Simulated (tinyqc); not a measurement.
Inside a calculation. Method: G0W0 on RHF in the sto-6g basis, for H2O, spin multiplicity 1. Computed by tinyqc, a small Python program that keeps every step (integrals from PySCF). Settings: charge = 0, multiplicity = 1, basis = sto-6g, method = RHF, energy threshold = 1e-10, iteration cap = 57, orthogonalisation = symmetric, start = atomic densities, DIIS depth = 6. Command: `OMP_NUM_THREADS=1 python tinyqc.py 23715 23716 out.jsonl` (the two numbers bound the seeds that draw the settings). One thread of a shared host (Intel(R) Xeon(R) Processor @ 2.60GHz), about 0.2 s of CPU time with the checks. The early iterations of the SCF are left out here.

## One-electron integrals

Geometry (angstrom):
```
atom         x          y         z
O     0.000000   0.000000  0.000000
H     0.000000   0.849000  0.531000
H     0.000000  -0.849000  0.531000
```

Basis sto-6g: exponents (1/bohr^2) and contraction coefficients of normalised primitives:
```
element  l (shell)     exponent  coefficient
O            s (1)  1355.584234     0.009164
O            s (1)   248.544885     0.049361
O            s (1)    69.533902     0.168538
O            s (1)    23.886772     0.370563
O            s (1)     9.275933     0.416492
O            s (1)     3.820341     0.130334
O            s (2)    52.187762    -0.013253
O            s (2)    10.329320    -0.046992
O            s (2)     3.210345    -0.033785
O            s (2)     1.235135     0.250242
O            s (2)     0.536420     0.595117
O            s (2)     0.245881     0.240706
O            p (3)    52.187762     0.003760
O            p (3)    10.329320     0.037679
O            p (3)     3.210345     0.173897
O            p (3)     1.235135     0.418036
O            p (3)     0.536420     0.425860
O            p (3)     0.245881     0.101708
H            s (1)    35.523221     0.009164
H            s (1)     6.513144     0.049361
H            s (1)     1.822143     0.168538
H            s (1)     0.625955     0.370563
H            s (1)     0.243077     0.416492
H            s (1)     0.100112     0.130334
```

Overlap, kinetic and nuclear-attraction integrals over the contracted functions; the nuclear repulsion is the sum of Za Zb / Rab.

nuclear repulsion = 8.76681420 hartree

overlap S, lower triangle:
```
           1O 1s     1O 2s    1O 2px     1O 2py    1O 2pz     2H 1s     3H 1s
1O 1s   1.000000
1O 2s   0.231145  1.000000
1O 2px  0.000000  0.000000  1.000000
1O 2py  0.000000  0.000000  0.000000   1.000000
1O 2pz  0.000000  0.000000  0.000000   0.000000  1.000000
2H 1s   0.050086  0.448327  0.000000   0.319627  0.199908  1.000000
3H 1s   0.050086  0.448327  0.000000  -0.319627  0.199908  0.191862  1.000000
```

kinetic energy T (hartree), lower triangle:
```
            1O 1s     1O 2s    1O 2px     1O 2py    1O 2pz      2H 1s     3H 1s
1O 1s   29.327197
1O 2s   -0.896024  0.842618
1O 2px   0.000000  0.000000  2.531309
1O 2py   0.000000  0.000000  0.000000   2.531309
1O 2pz   0.000000  0.000000  0.000000   0.000000  2.531309
2H 1s   -0.003875  0.107607  0.000000   0.211383  0.132208   0.768522
3H 1s   -0.003875  0.107607  0.000000  -0.211383  0.132208  -0.004241  0.768522
```

nuclear attraction V (hartree), lower triangle:
```
             1O 1s       1O 2s     1O 2px      1O 2py      1O 2pz      2H 1s      3H 1s
1O 1s   -62.315211
1O 2s    -6.395577  -10.046388
1O 2px    0.000000    0.000000  -9.970428
1O 2py    0.000000    0.000000   0.000000  -10.133351
1O 2pz   -0.015915   -0.179714   0.000000    0.000000  -10.034160
2H 1s    -1.586857   -3.561500   0.000000   -2.266425   -1.467644  -5.648700
3H 1s    -1.586857   -3.561500   0.000000    2.266425   -1.467644  -1.219229  -5.648700
```

core Hamiltonian H = T + V (hartree), lower triangle:
```
             1O 1s      1O 2s     1O 2px     1O 2py     1O 2pz      2H 1s      3H 1s
1O 1s   -32.988014
1O 2s    -7.291602  -9.203770
1O 2px    0.000000   0.000000  -7.439119
1O 2py    0.000000   0.000000   0.000000  -7.602042
1O 2pz   -0.015915  -0.179714   0.000000   0.000000  -7.502851
2H 1s    -1.590732  -3.453893   0.000000  -2.055042  -1.335437  -4.880178
3H 1s    -1.590732  -3.453893   0.000000   2.055042  -1.335437  -1.223470  -4.880178
```

## Two-electron integrals

Functions are numbered as in S; the eight-fold symmetry (ij|kl) = (ji|kl) = (kl|ij) leaves the list below.

Two-electron integrals (ij|kl) in chemists' order, unique and non-zero (hartree):
```
(11|11) 4.787491    (21|11) 0.675884    (21|21) 0.121505    (22|11) 1.117379
(22|21) 0.249212    (22|22) 0.817383    (31|31) 0.025762    (32|31) 0.039145
(32|32) 0.180664    (33|11) 1.117381    (33|21) 0.249212    (33|22) 0.817382
(33|33) 0.880663    (41|41) 0.025762    (42|41) 0.039145    (42|42) 0.180664
(43|43) 0.047461    (44|11) 1.117381    (44|21) 0.249212    (44|22) 0.817382
(44|33) 0.785741    (44|44) 0.880663    (51|51) 0.025762    (52|51) 0.039145
(52|52) 0.180664    (53|53) 0.047461    (54|54) 0.047461    (55|11) 1.117381
(55|21) 0.249212    (55|22) 0.817382    (55|33) 0.785741    (55|44) 0.785741
(55|55) 0.880663    (61|11) 0.156242    (61|21) 0.026917    (61|22) 0.053986
(61|33) 0.053870    (61|41) 0.001115    (61|42) 0.002176    (61|44) 0.054121
(61|51) 0.000697    (61|52) 0.001361    (61|54) 0.000157    (61|55) 0.053968
(61|61) 0.006078    (62|11) 0.373951    (62|21) 0.084542    (62|22) 0.306283
(62|33) 0.301238    (62|41) 0.005728    (62|42) 0.041983    (62|44) 0.312117
(62|51) 0.003583    (62|52) 0.026258    (62|54) 0.006804    (62|55) 0.305493
(62|61) 0.018821    (62|62) 0.141813    (63|31) 0.009468    (63|32) 0.053043
(63|43) 0.008692    (63|53) 0.005437    (63|63) 0.020240    (64|11) 0.226529
(64|21) 0.051948    (64|22) 0.200744    (64|33) 0.191658    (64|41) 0.012568
(64|42) 0.079143    (64|44) 0.216140    (64|51) 0.001939    (64|52) 0.016324
(64|54) 0.009875    (64|55) 0.194435    (64|61) 0.012104    (64|62) 0.113027
(64|64) 0.109394    (65|11) 0.141681    (65|21) 0.032490    (65|22) 0.125554
(65|33) 0.119871    (65|41) 0.001939    (65|42) 0.016324    (65|44) 0.124310
(65|51) 0.010681    (65|52) 0.063253    (65|54) 0.011468    (65|55) 0.132481
(65|61) 0.007570    (65|62) 0.070692    (65|64) 0.055761    (65|65) 0.055115
(66|11) 0.511645    (66|21) 0.117820    (66|22) 0.487529    (66|33) 0.467960
(66|41) 0.010526    (66|42) 0.104867    (66|44) 0.510158    (66|51) 0.006583
(66|52) 0.065588    (66|54) 0.026393    (66|55) 0.484467    (66|61) 0.026515
(66|62) 0.283701    (66|64) 0.258297    (66|65) 0.161550    (66|66) 0.774999
(71|11) 0.156242    (71|21) 0.026917    (71|22) 0.053986    (71|33) 0.053870
(71|41) -0.001115   (71|42) -0.002176   (71|44) 0.054121    (71|51) 0.000697
(71|52) 0.001361    (71|54) -0.000157   (71|55) 0.053968    (71|61) 0.005974
(71|62) 0.018103    (71|64) 0.010596    (71|65) 0.007280    (71|66) 0.025116
(71|71) 0.006078    (72|11) 0.373951    (72|21) 0.084542    (72|22) 0.306283
(72|33) 0.301238    (72|41) -0.005728   (72|42) -0.041983   (72|44) 0.312117
(72|51) 0.003583    (72|52) 0.026258    (72|54) -0.006804   (72|55) 0.305493
(72|61) 0.018103    (72|62) 0.112365    (72|64) 0.062055    (72|65) 0.054308
(72|66) 0.181606    (72|71) 0.018821    (72|72) 0.141813    (73|31) 0.009468
(73|32) 0.053043    (73|43) -0.008692   (73|53) 0.005437    (73|63) 0.015440
(73|73) 0.020240    (74|11) -0.226529   (74|21) -0.051948   (74|22) -0.200744
(74|33) -0.191658   (74|41) 0.012568    (74|42) 0.079143    (74|44) -0.216140
(74|51) -0.001939   (74|52) -0.016324   (74|54) 0.009875    (74|55) -0.194435
(74|61) -0.010596   (74|62) -0.062055   (74|64) -0.019434   (74|65) -0.029341
(74|66) -0.089892   (74|71) -0.012104   (74|72) -0.113027   (74|74) 0.109394
(75|11) 0.141681    (75|21) 0.032490    (75|22) 0.125554    (75|33) 0.119871
(75|41) -0.001939   (75|42) -0.016324   (75|44) 0.124310    (75|51) 0.010681
(75|52) 0.063253    (75|54) -0.011468   (75|55) 0.132481    (75|61) 0.007280
(75|62) 0.054308    (75|64) 0.029341    (75|65) 0.041263    (75|66) 0.095818
(75|71) 0.007570    (75|72) 0.070692    (75|74) -0.055761   (75|75) 0.055115
(76|11) 0.122933    (76|21) 0.028019    (76|22) 0.108663    (76|33) 0.106499
(76|44) 0.108951    (76|51) 0.001943    (76|52) 0.016407    (76|55) 0.110538
(76|61) 0.006148    (76|62) 0.048399    (76|64) 0.033410    (76|65) 0.027149
(76|66) 0.097022    (76|71) 0.006148    (76|72) 0.048399    (76|74) -0.033410
(76|75) 0.027149    (76|76) 0.019955    (77|11) 0.511645    (77|21) 0.117820
(77|22) 0.487529    (77|33) 0.467960    (77|41) -0.010526   (77|42) -0.104867
(77|44) 0.510158    (77|51) 0.006583    (77|52) 0.065588    (77|54) -0.026393
(77|55) 0.484467    (77|61) 0.025116    (77|62) 0.181606    (77|64) 0.089892
(77|65) 0.095818    (77|66) 0.308502    (77|71) 0.026515    (77|72) 0.283701
(77|74) -0.258297   (77|75) 0.161550    (77|76) 0.097022    (77|77) 0.774999
```

## Orthogonalisation

S = U s U^T; symmetric (Loewdin) form X = U s^(-1/2) U^T, so that X^T S X = 1.

eigenvalues of S: 0.373496  0.441981  0.897640  1.000000  1.079122  1.366157  1.841605

X, lower triangle:
```
            1O 1s      1O 2s    1O 2px     1O 2py     1O 2pz      2H 1s     3H 1s
1O 1s    1.022717
1O 2s   -0.136988   1.217881
1O 2px   0.000000   0.000000  1.000000
1O 2py   0.000000   0.000000  0.000000   1.112539
1O 2pz  -0.007572   0.086177  0.000000   0.000000   1.037696
2H 1s    0.019520  -0.275610  0.000000  -0.224324  -0.120942   1.180093
3H 1s    0.019520  -0.275610  0.000000   0.224324  -0.120942  -0.067101  1.180093
```

## Iteration 8 (converged): orbitals

converged F (hartree), lower triangle:
```
             1O 1s      1O 2s     1O 2px     1O 2py     1O 2pz      2H 1s      3H 1s
1O 1s   -20.487401
1O 2s    -4.960706  -2.317952
1O 2px    0.000000   0.000000  -0.384402
1O 2py    0.000000   0.000000   0.000000  -0.302107
1O 2pz   -0.027101  -0.096181   0.000000   0.000000  -0.321159
2H 1s    -1.082562  -0.935176   0.000000  -0.405467  -0.312136  -0.513599
3H 1s    -1.082562  -0.935176   0.000000   0.405467  -0.312136  -0.301276  -0.513599
```

Diagonalise F' = X^T F X, C = X C', fill 5 alpha and 5 beta electrons from the bottom; D = 2 C_occ C_occ^T. Each column has its largest component positive (the first on a tie).

F' = X^T F X (hartree), lower triangle:
```
            1          2          3          4          5          6         7
1  -20.158970
2   -2.507654  -1.191247
3    0.000000   0.000000  -0.384402
4    0.000000   0.000000   0.000000   0.009470
5   -0.044214   0.102911   0.000000   0.000000  -0.206643
6   -0.177736  -0.486869   0.000000  -0.468614  -0.290122   0.011071
7   -0.177736  -0.486869   0.000000   0.468614  -0.290122  -0.082017  0.011071
```

orbital energies (hartree): MO1 -20.490567, MO2 -1.240911, MO3 -0.612759, MO4 -0.425273, MO5 -0.384402, MO6 0.528945, MO7 0.715317

coefficients C:
```
              MO1        MO2        MO3        MO4       MO5        MO6        MO7
1O 1s    0.996691  -0.223945   0.000000   0.086765  0.000000  -0.120262   0.000000
1O 2s    0.015471   0.854576   0.000000  -0.485510  0.000000   0.833720   0.000000
1O 2px   0.000000   0.000000   0.000000   0.000000  1.000000   0.000000   0.000000
1O 2py   0.000000   0.000000   0.593924   0.000000  0.000000   0.000000   0.992794
1O 2pz   0.002714   0.104144   0.000000   0.803848  0.000000   0.675667   0.000000
2H 1s   -0.003467   0.153444   0.440108   0.281871  0.000000  -0.779317  -0.796476
3H 1s   -0.003467   0.153444  -0.440108   0.281871  0.000000  -0.779317   0.796476
```

D after iteration 8, lower triangle:
```
            1O 1s      1O 2s    1O 2px     1O 2py    1O 2pz      2H 1s     3H 1s
1O 1s    2.102143
1O 2s   -0.436166   1.932518
1O 2px   0.000000   0.000000  2.000000
1O 2py   0.000000   0.000000  0.000000   0.705491
1O 2pz   0.098256  -0.602470  0.000000   0.000000  1.314048
2H 1s   -0.026724  -0.011550  0.000000   0.522781  0.485105   0.593407
3H 1s   -0.026724  -0.011550  0.000000  -0.522781  0.485105  -0.181373  0.593407
```

## Convergence

Stop when the energy changes by less than 1e-10 hartree and every element of the error matrix X^T (F D S - S D F) X is below 3e-06.

Course of the cycle:
```
iteration   E (hartree)     change  largest element of the error matrix
1          -76.10445588          -                             1.18e+00
2          -75.63390390   4.71e-01                             1.86e-01
3          -75.66935494  -3.55e-02                             2.21e-02
4          -75.66980388  -4.49e-04                             5.00e-03
5          -75.66983675  -3.29e-05                             3.33e-04
6          -75.66983718  -4.26e-07                             2.42e-05
7          -75.66983718  -1.84e-09                             9.18e-08
8          -75.66983718  -2.84e-14                             2.06e-10
```

PySCF RHF in the same basis = -75.66983718 hartree

Converged in 8 iterations.

## Integrals over molecular orbitals

(pq|rs) = sum C_ip C_jq C_kr C_ls (ij|kl), one index at a time.

one-electron integrals over orbitals h = C^T H C (hartree), lower triangle:
```
            1          2          3          4          5          6          7
1  -32.974634
2    0.572940  -7.663390
3    0.000000   0.000000  -6.246834
4   -0.213327   0.459774   0.000000  -6.958761
5    0.000000   0.000000   0.000000   0.000000  -7.439119
6    0.315157  -1.359976   0.000000  -1.087424   0.000000  -5.258597
7    0.000000   0.000000  -1.770480   0.000000   0.000000   0.000000  -5.632331
```

Two-electron integrals over orbitals (pq|rs), unique and non-zero (hartree):
```
(11|11) 4.762057    (21|11) -0.431339   (21|21) 0.063099    (22|11) 1.022736
(22|21) -0.015082   (22|22) 0.723939    (31|31) 0.010701    (32|31) 0.017026
(32|32) 0.141184    (33|11) 0.781480    (33|21) -0.004182   (33|22) 0.631587
(33|33) 0.618221    (41|11) 0.171660    (41|21) -0.022690   (41|22) 0.014081
(41|33) 0.005348    (41|41) 0.028020    (42|11) -0.132162   (42|21) 0.008846
(42|22) -0.006683   (42|33) 0.005396    (42|41) 0.020424    (42|42) 0.129039
(43|31) -0.002605   (43|32) 0.024115    (43|43) 0.047372    (44|11) 1.003963
(44|21) -0.012654   (44|22) 0.683843    (44|33) 0.590749    (44|41) -0.011425
(44|42) -0.104370   (44|44) 0.777227    (51|51) 0.026701    (52|51) 0.032668
(52|52) 0.147312    (53|53) 0.027690    (54|51) -0.012052   (54|52) -0.042873
(54|54) 0.052637    (55|11) 1.117085    (55|21) -0.011364   (55|22) 0.751421
(55|33) 0.617584    (55|41) 0.004212    (55|42) -0.068318   (55|44) 0.728108
(55|55) 0.880663    (61|11) -0.247442   (61|21) 0.038374    (61|22) -0.003527
(61|33) -0.000175   (61|41) -0.000815   (61|42) 0.019965    (61|44) -0.017242
(61|55) -0.005939   (61|61) 0.031865    (62|11) 0.308784    (62|21) -0.008000
(62|22) 0.139146    (62|33) 0.068257    (62|41) 0.018347    (62|42) 0.024667
(62|44) 0.090595    (62|55) 0.156265    (62|61) 0.005168    (62|62) 0.098660
(63|31) 0.002553    (63|32) -0.047352   (63|43) -0.032736   (63|63) 0.080512
(64|11) 0.217649    (64|21) -0.001528   (64|22) 0.102473    (64|33) 0.041422
(64|41) 0.003755    (64|42) -0.023054   (64|44) 0.118649    (64|55) 0.118516
(64|61) 0.001337    (64|62) 0.064459    (64|64) 0.069173    (65|51) 0.015643
(65|52) 0.059007    (65|54) 0.000229    (65|65) 0.037350    (66|11) 0.779414
(66|21) -0.007532   (66|22) 0.595918    (66|33) 0.560044    (66|41) 0.020190
(66|42) 0.058223    (66|44) 0.541524    (66|55) 0.575652    (66|61) 0.006926
(66|62) 0.088229    (66|64) 0.043925    (66|66) 0.584406    (71|31) 0.015546
(71|32) 0.023188    (71|43) -0.003952   (71|63) 0.003348    (71|71) 0.022634
(72|31) 0.014313    (72|32) 0.047395    (72|43) -0.029504   (72|63) 0.032948
(72|71) 0.019730    (72|72) 0.064679    (73|11) 0.369792    (73|21) -0.007007
(73|22) 0.153379    (73|33) 0.091570    (73|41) -0.000615   (73|42) -0.069940
(73|44) 0.163626    (73|55) 0.196057    (73|61) -0.006009   (73|62) 0.077481
(73|64) 0.078266    (73|66) 0.038592    (73|73) 0.151365    (74|31) -0.008530
(74|32) -0.071576   (74|43) -0.000134   (74|63) 0.048503    (74|71) -0.012145
(74|72) -0.017659   (74|74) 0.064658    (75|53) 0.023992    (75|75) 0.025376
(76|31) 0.009292    (76|32) 0.100138    (76|43) 0.051654    (76|63) -0.074289
(76|71) 0.012806    (76|72) -0.004082   (76|74) -0.057373   (76|76) 0.121763
(77|11) 0.877762    (77|21) -0.009450   (77|22) 0.623192    (77|33) 0.602462
(77|41) 0.003435    (77|42) -0.018917   (77|44) 0.607911    (77|55) 0.626854
(77|61) -0.005265   (77|62) 0.069550    (77|64) 0.044157    (77|66) 0.558510
(77|73) 0.103000    (77|77) 0.618462
```

## Screening: direct RPA

With D = e_a - e_i and K = (ia|jb): diagonalise D^(1/2) (D + 4K) D^(1/2) = Z w^2 Z^T; X + Y = D^(1/2) Z w^(-1/2), each column of Z with its largest component positive (the first on a tie); E_c = (sum w - tr (D + 2K)) / 2.

D^(1/2) (D + 4K) D^(1/2) (hartree^2), lower triangle:
```
            1>6         1>7       2>6        2>7       3>6       3>7       4>6       4>7
1>6  444.499048
1>7    0.000000  451.609386
2>6    0.126082    0.000000  3.830850
2>7    0.000000    0.508293  0.000000   4.332936
3>6    0.000000    0.065900  0.000000   0.196958  1.671171
3>7   -0.126985    0.000000  0.475153   0.000000  0.000000  2.567882
4>6    0.023949    0.000000  0.335069   0.000000  0.000000  0.352426  1.174558
4>7    0.000000   -0.238911  0.000000  -0.105513  0.221394  0.000000  0.000000  1.595940
5>6    0.000000    0.000000  0.000000   0.000000  0.000000  0.000000  0.000000  0.000000
5>7    0.000000    0.000000  0.000000   0.000000  0.000000  0.000000  0.000000  0.000000

          5>6       5>7
5>6  0.970657
5>7  0.000000  1.321008
```

excitation energies w (hartree): 0.985219  1.035574  1.149351  1.180745  1.362149  1.564099  2.013554  2.085599  21.083148  21.251120

X + Y:
```
            1          2         3          4          5          6          7          8
1>6  0.000000  -0.000393  0.000000   0.000000   0.000000   0.001309  -0.000577   0.000000
1>7  0.000000   0.000000  0.000000   0.001762   0.001082   0.000000   0.000000  -0.003701
2>6  0.000000  -0.109109  0.000000   0.000000   0.000000  -0.377783   0.872918   0.000000
2>7  0.000000   0.000000  0.000000   0.091088  -0.038420   0.000000   0.000000   0.965560
3>6  0.000000   0.000000  0.000000  -0.642151   0.690321   0.000000   0.000000   0.052236
3>7  0.000000  -0.230326  0.000000   0.000000   0.000000   0.848432   0.270418   0.000000
4>6  0.000000   0.936432  0.000000   0.000000   0.000000   0.126205   0.102625   0.000000
4>7  0.000000   0.000000  0.000000   0.741079   0.600339   0.000000   0.000000  -0.023978
5>6  0.962834   0.000000  0.000000   0.000000   0.000000   0.000000   0.000000   0.000000
5>7  0.000000   0.000000  0.978170   0.000000   0.000000   0.000000   0.000000   0.000000

             9         10
1>6   0.998490   0.000000
1>7   0.000000   0.998934
2>6   0.000083   0.000000
2>7   0.000000   0.000345
3>6   0.000000   0.000034
3>7  -0.000072   0.000000
4>6   0.000011   0.000000
4>7   0.000000  -0.000123
5>6   0.000000   0.000000
5>7   0.000000   0.000000
```

RPA correlation energy = -0.05556117 hartree

## G0W0 on Hartree-Fock: HOMO

W(p,q,m) = sqrt2 sum_ia (pq|ia) (X+Y)_ia,m; Sigma_c(x) = sum_(i,m) W^2/(x - e_i + w_m) + sum_(a,m) W^2/(x - e_a - w_m); solve x = e_p + Sigma_c(x) by Newton steps; Z = 1/(1 - dSigma/dx); 1 hartree = 27.211386 eV.

The 12 largest terms at x = e_p (hartree; W for the signs of X + Y given):
```
q  m          W       term
5  7   0.285092   0.040365
5  6   0.172896   0.019112
5  2   0.068982   0.004595
2  1   0.080347   0.003505
6  1   0.050858  -0.001362
3  3   0.033190   0.000800
7  3   0.035104  -0.000548
1  1   0.021300   0.000022
5  9  -0.008386   3.34e-06
4  1   0.000312   9.46e-08
```

Newton steps (hartree):
```
step          x  Sigma_c(x)         Z
0     -0.384402    0.066492  0.961401
1     -0.320477    0.064015  0.963965
2     -0.320390    0.064012  0.963968
3     -0.320390    0.064012  0.963968
```

quasiparticle energy of the HOMO = -8.718249 eV

Hartree-Fock value = -10.460108 eV

## G0W0 on Hartree-Fock: LUMO

As before.

The 12 largest terms at x = e_p (hartree; W for the signs of X + Y given):
```
q  m          W       term
7  5  -0.120994  -0.009454
6  7   0.130047  -0.008399
2  7   0.160777   0.006832
3  5   0.117995   0.005561
4  7   0.119543   0.004815
4  6   0.071819   0.002048
4  2   0.056167   0.001585
5  1   0.050858   0.001362
6  2   0.031982  -0.000988
2  6   0.051770   0.000804
3  8   0.049276   0.000752
2  2   0.044899   0.000719
```

Newton steps (hartree):
```
step         x  Sigma_c(x)         Z
0     0.528945    0.005712  0.980333
1     0.534545    0.005600  0.980293
2     0.534545    0.005600  0.980293
```

quasiparticle energy of the LUMO = 14.545703 eV

Hartree-Fock value = 14.393324 eV
